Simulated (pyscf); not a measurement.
Optimised with ωB97X-D3(BJ)/def2-SVP in PySCF.

Q: Estimate by transition-state theory the rate constant of `[CH3][CH2][CH3]` + `[H]` [doublet] → `[CH3][CH][CH3]` [doublet] + `[H][H]` (doublet surface; C–H broken, H–H formed) at 900 K, with ωB97M-D3(BJ)/def2-TZVP energies (ideal gas, 1 atm, RRHO with modes under 100 cm⁻¹ raised to 100, one conformer, R ln 2 for chiral ones without a mode under 150 cm⁻¹; no tunnelling).

A: The electronic barrier is 8.6 kcal/mol and the thermal terms add +16.2, so ΔG‡ = 24.8 kcal/mol. With k_BT/h = 1.88e+13 s⁻¹ and RT = 1.788 kcal/mol, and a volume of 1.23e-19 cm³ per molecule at 1 atm, k = 2.2e-12 cm³ molecule⁻¹ s⁻¹. Wigner's tunnelling factor for 1361i cm⁻¹ would be 1.20. A shift of 1 kcal/mol in the barrier changes k by a factor 1.7. This is the saddle that the search found; another between the same sides may lie lower. The angle at the transferred H is 176°.
